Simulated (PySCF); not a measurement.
Species: C4H8FN.
Atom-mapped SMILES: `[H]/[N:4]=[C:3](\[CH2:2][CH3:1])[CH2:5][F:6]` (hydrogens: H7, H8, H9 on C1; H10, H11 on C2; H12 on N4; H13, H14 on C5)

Structure used (GFN2-xTB), in Å, numbered top down from 1:
```
atom  x, y, z in Å
C1     1.3467   -0.9714   -0.0338
C2     0.5290    0.0461   -0.8325
C3    -0.4430    0.7766    0.0531
N4    -0.3934    1.9859    0.3959
C5    -1.5835   -0.0277    0.6250
F6    -1.8356   -1.1665   -0.0953
H7     0.7026   -1.7461    0.3735
H8     1.8712   -0.4830    0.7854
H9     2.0814   -1.4434   -0.6816
H10    1.1980    0.7699   -1.3053
H11   -0.0281   -0.4766   -1.6129
H12    0.3973    2.5062    0.0217
H13   -2.4989    0.5702    0.6366
H14   -1.3443   -0.3408    1.6480
```

Method used: wB97X-D/def2-SVPD in PySCF (dipole) on a GFN2-xTB geometry, gas phase.

Masses are those of the commonest isotopes; rigid-rotor values at the optimised geometry. The values belong to one conformer with, in the numbering `[H]/[N:4]=[C:3](\[CH2:2][CH3:1])[CH2:5][F:6]`, C1–C2–C3–N4 110°, C2–C3–C5–F6 -21°.

Q: Give the principal moments of inertia and the rotational constants in GHz.

A: Ia = 130.70, Ib = 147.73, Ic = 243.13 u·Å²; 505379 MHz·u·Å²/I gives 3867, 3421 and 2079 MHz, that is A = 3.8666, B = 3.4210, C = 2.0786 GHz.

Q: Classify the top.

A: An asymmetric top. Ray's parameter κ = (2B − A − C)/(A − C) = 0.502; −1 is the prolate and +1 the oblate limit.

Q: Is it planar, by Δ = Ic − Ia − Ib?

A: Not planar: Δ = Ic − Ia − Ib = -35.30 u·Å². For a rigid frame Δ = −2 Σ m c², so Σ m c² = 17.65 u·Å² lies off the ab plane: 7.71 from hydrogen and 9.94 from heavier atoms. The atom farthest from that plane is 1.45 Å away.

Q: Give the other two planar moments, Paa and Pbb, and the rms extents of the mass along the axes.

A: Paa = Σ m a² = (Ib + Ic − Ia)/2 = 130.08 and Pbb = Σ m b² = (Ia + Ic − Ib)/2 = 113.05 u·Å². With the mass M = 89.06 u, the rms extents √(P/M) along a, b and c are 1.21, 1.13, 0.45 Å.

Q: List the rotational levels J(Ka,Kc) to J = 4 (K).

A: Above 0(0,0), as E/k:
J = 1: 1(0,1) 0.264, 1(1,1) 0.285, 1(1,0) 0.350
J = 2: 2(0,2) 0.744, 2(1,2) 0.749, 2(1,1) 0.942, 2(2,1) 1.006, 2(2,0) 1.054
J = 3: 3(0,3) 1.419, 3(1,3) 1.420, 3(1,2) 1.777, 3(2,2) 1.798, 3(2,1) 1.962, 3(3,1) 2.090, 3(3,0) 2.120
J = 4: 4(0,4) 2.292, 4(1,4) 2.292, 4(1,3) 2.807, 4(2,3) 2.811, 4(2,2) 3.143, 4(3,2) 3.201, 4(3,1) 3.330, 4(4,1) 3.539, 4(4,0) 3.555
The levels of one J sum to (2J + 1)J(J + 1)(A + B + C)/3.

Q: Predict some low-J microwave lines.

A: The dipole components are |μa| = 1.50 D, |μb| = 0.92 D, |μc| = 0.03 D. Intensities carry the squares of the components, which stand as 1.00 : 0.37 : 0.00 (a : b : c). Some lines, for components of 0.1 D or more:

```tsv
type	branch	J(Ka,Kc)	MHz	lower level (cm⁻¹)
a	Q	1(1,0) ← 1(1,1)	1342	0.198
b	Q	3(3,0) ← 3(2,1)	3280	1.364
a	Q	3(2,1) ← 3(2,2)	3425	1.250
b	Q	3(2,1) ← 3(1,2)	3869	1.235
a	Q	2(1,1) ← 2(1,2)	4027	0.520
b	Q	2(2,1) ← 2(1,2)	5364	0.520
b	R	1(1,1) ← 0(0,0)	5945	0.000
b	R	2(0,2) ← 1(1,1)	9563	0.198
b	R	2(1,2) ← 1(0,1)	10102	0.183
a	R	3(1,3) ← 2(1,2)	13983	0.520
a	R	3(2,2) ← 2(2,1)	16499	0.699
b	R	3(2,2) ← 2(1,1)	17836	0.655
b	R	3(3,1) ← 2(2,0)	21594	0.732
b	R	3(2,1) ← 2(1,2)	25288	0.520
```

Q: Estimate the classical rotational partition function at 10 K, 25 K and 100 K.

A: Point group C1, symmetry number σ = 1; q = (√π/σ)·√((kT/h)³/(ABC)), k/h = 20836.6 MHz/K: 1020 at 10 K, 4020 at 25 K, 32200 at 100 K.

Whether it is a minimum is left open (no frequencies). Constants of a rigid frame at the computed geometry: no zero-point averaging, no centrifugal distortion. A rigid rotor knows nothing of internal rotation, which can split or shift real lines. Quadrupole hyperfine structure (14N) is left out.

Time: 25 s. Hardware: one thread of an Arm Neoverse V2, shared host. This is the wB97X-D/def2-SVPD job that gave the dipole, with the excitations it also computed.
